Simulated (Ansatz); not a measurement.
# CH₄B₂, SMILES B1BC1: a relaxed scan of one distance

With Ansatz 0.2.0, Python API.

The script reads `ch4b2.xyz`:
```text
7

B    -0.85230   -0.44810   -0.31970
B     0.43160    0.67820   -0.63230
C     0.25730   -0.19660    0.61490
H    -1.85200   -0.89780   -0.63180
H     1.01400    1.46850   -1.30540
H     0.04130    0.37950    1.55110
H     1.02130   -1.05170    0.67740
```

The cells in order, each with its output:

```python
import ansatz as az
import numpy as np
```

```python
ch4b2 = az.Crystal.molecule_from_extxyz("ch4b2.xyz")
```

```python
base = ch4b2.calculation().basis(gaussian="def2-SVP").functional("hf")
symbols = [site.symbol for site in ch4b2.cartesian_sites]
pairs = [(0, 1), (0, 2), (0, 3), (1, 2), (1, 4), (2, 5)]
print("held (A)   E (eV)        ", "  ".join(f"{symbols[i]}{i}-{symbols[j]}{j}" for i, j in pairs))
for length in [1.03, 1.12, 1.21, 1.34, 1.51]:
    rep = base.relax(constraints=[az.DistanceConstraint((2, 5), at=length)], force_tolerance=0.02, max_steps=60).run(threads=1, backend="cpu").report
    xyz = np.array(rep["positions_ang"])
    print(f"{length:6.2f} {rep['free_energy_ev']:14.5f}  ", "  ".join(f"{np.linalg.norm(xyz[i] - xyz[j]):.3f}" for i, j in pairs))
```

    held (A)   E (eV)         B0-B1  B0-C2  B0-H3  B1-C2  B1-H4  C2-H5
    DeckWarning: relax.constraints: the input's atoms, or those drawn, lie off the distances that are held; a relaxation that starts there is brought onto them ahead of its first SCF, by positions alone, an atom by 4.51e-2 Å at the most. With the symmetry [...]
      1.03    -2432.46820   1.576  1.490  1.187  1.606  1.189  1.030
      1.12    -2432.50684   1.579  1.489  1.187  1.608  1.189  1.120
      1.21    -2432.45357   1.581  1.602  1.190  1.474  1.187  1.210
      1.34    -2432.22937   1.590  1.622  1.191  1.437  1.185  1.340
      1.51    -2431.68076   1.633  1.510  1.191  1.509  1.191  1.510

These settings explore the input space; basis and method may be short of convergence. Warnings are shown shortened and without file and line. The energies are electronic: no zero-point or thermal terms, and the basis set is short of its limit. It ran for 73 s on 1 thread of Arm Neoverse V1, on a shared host, peak memory 0.18 GiB.
